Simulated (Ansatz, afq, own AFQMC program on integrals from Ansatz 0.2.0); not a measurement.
Two steps: Ansatz 0.2.0 writes the Fock matrix and Cholesky factors of the valence space, and afq projects on them the lowest state that overlaps trial and start.

```yaml
crystal:
  periodic: [false, false, false]
  atoms:
    - {symbol: Ru, position_ang: [0.000000, 0.000000, 0.000000]}
    - {symbol: H, position_ang: [0.000000, 0.000000, 1.753200]}
basis:
  gaussian: {orbitals: def2-TZVP}
magnetization: {spin_polarized: true, initial_magnetization: 7}
correlation: {method: ccsd_t, electrons: outside_noble_gas, hamiltonian_folder: ham}
```

```sh
$ ansatz run in.yaml --threads 1 --pin off --events-out ev --progress --plain --max-ram 1843MiB
```

afq runs on the folder ham with

```
--method phaseless --trial hf --walkers 120 --populations 1 --least-time 40 --time-step 0.005 --steps-per-block 20 --equilibration-blocks 160 --max-blocks 600 --target-error 0.00108 --factor-cut 1e-05 --start spin_pure --seed 1159 --taylor-order 6
```

Times are imaginary, in 1/Eh. The walk had a cap of 1485 s. Core potentials past Kr, no spin–orbit coupling.

Log:

```
orbitals 42  electrons 8 1  factors 321 of 421
reference energy -94.54027952 Eh
CCSD correlation -0.13225282 Eh in 13 cycles, weight of the determinant in the CISD state 0.9395
energy of the start -94.540362 Eh
 block  time / (1/Eh)  mean weight  energy / Eh
     1     0.100  1.0012  -94.575118
     2     0.200  1.0014  -94.599648
     3     0.300  1.0015  -94.620758
     4     0.400  1.0005  -94.633277
     5     0.500  1.0013  -94.638564
     7     0.700  0.9988  -94.640296
     9     0.900  1.0001  -94.644165
    20     2.000  1.0014  -94.677432
    58     5.800  1.0002  -94.658772
    96     9.600  1.0005  -94.676184
   134    13.400  0.9987  -94.672556
   172    17.200  0.9989  -94.704512
   210    21.000  0.9997  -94.659133
   248    24.800  1.0003  -94.672091
   286    28.600  0.9994  -94.674668
   324    32.400  0.9989  -94.665162
   362    36.200  1.0002  -94.673508
   400    40.000  1.0000  -94.661415
   438    43.800  0.9989  -94.659544
   476    47.600  0.9990  -94.651198
   514    51.400  0.9990  -94.681180
   552    55.200  0.9982  -94.661622
   590    59.000  0.9985  -94.661796
   628    62.800  1.0014  -94.688856
   666    66.600  1.0000  -94.675013
   704    70.400  1.0019  -94.690723
   742    74.200  0.9994  -94.672627
blocks merged  error / Eh  count
     1  0.000480  600
     2  0.000634  300
     4  0.000817  150
     8  0.001029  75
    16  0.001182  37
    32  0.001011  18
    64  0.001213  9
energy -94.671308 +/- 0.001182 Eh
(rows thinned)
```

The run passed its tests (sampling time, drift between the halves within three errors, error under three times the target), which doesn't prove that it has relaxed.

Against this walk (error 32.2 meV) on the same determinant: CCSD(T) 91.8 meV lower, CCSDT(Q) 104.5 meV lower, a separate phaseless walk with a CISD trial and standard settings 89.1 ± 32.5 meV lower. The error is statistical and leaves out the bias of the constraint. CCSDT(Q) is the surest value here, so the walk's 105 meV above it is most likely the bias of the constraint with this trial, which can have either sign.

Cautions: constraint bias not in the error; error above the target (32.2 against 29.4 meV); no spin-orbit coupling; outer-core shells of the metal frozen; another spin lies lower (by 3.94 eV).

The walk took 5.6 min on 1 thread of Arm Neoverse V1, with other jobs on the host. The log's last line is the phaseless energy.

CCSDT and higher add their correlation energy to the determinant of the CCSD(T) run, since their own runs factorise the integrals more tightly (a shift of under 2 meV). A walk keeps the symmetry of its determinant, which the program's search chose and which needn't be the lowest solution, so a lower state of the same spin and another symmetry isn't excluded.
